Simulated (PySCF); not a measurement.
# `CC[C@@H](C)CN`, C$_{5}$H$_{13}$N

Cartesian coordinates in Å; atom numbers follow the order of the lines, from 1:
```xyz
19

C     2.223   -0.866   -0.193
C     1.324    0.325   -0.494
C    -0.042    0.309    0.196
C    -0.728    1.666    0.099
C    -0.948   -0.797   -0.348
N    -2.180   -0.896    0.411
H     2.404   -0.961    0.890
H     3.202   -0.758   -0.683
H     1.789   -1.816   -0.539
H     1.847    1.250   -0.199
H     1.168    0.412   -1.585
H     0.131    0.089    1.269
H    -0.154    2.446    0.624
H    -1.738    1.616    0.528
H    -0.825    1.975   -0.955
H    -0.375   -1.746   -0.395
H    -1.206   -0.545   -1.393
H    -2.808   -1.576   -0.009
H    -1.984   -1.230    1.353
```

Theory: quadratic response CAM-B3LYP/aug-cc-pVDZ first hyperpolarisability, Taylor convention, gas phase (PySCF). Geometry: PBE0-D3(BJ)/def2-SVP.

Task: What is the first hyperpolarisability, and how does it disperse?

Result: In au, Taylor convention; the vector part is βᵢ = ⅓ Σⱼ (βᵢⱼⱼ + βⱼᵢⱼ + βⱼⱼᵢ); β∥ is 3/5 of the vector part along the dipole, the dipole points from − to +:
| process | λ (nm) | β vector norm | β∥ | β HRS | depolarisation ratio |
| --- | --- | --- | --- | --- | --- |
| static β(0;0,0) | ∞ | 29.3 | 0.2 | 14.2 | 3.34 |
| second harmonic β(−2ω;ω,ω) | 1907 | 29.3 | 0.0 | 14.6 | 3.16 |
| Pockels β(−ω;ω,0) | 1907 | 29.3 | 0.1 | – | – |
| second harmonic β(−2ω;ω,ω) | 1064 | 28.7 | -0.4 | 15.4 | 2.72 |
| Pockels β(−ω;ω,0) | 1064 | 29.3 | 0.0 | – | – |

Task: Which lowest excitations, dipole and polarisabilities go with it?

Result: S1 5.65 eV (f = 0.011); S2 6.45 eV (f = 0.001); S3 6.75 eV (f = 0.030); dipole 1.28 D; isotropic α 74.0 au static, 74.2 au at 1907 nm, 74.5 au at 1064 nm, 74.7 au at 953.5 nm, 76.2 au at 532 nm.
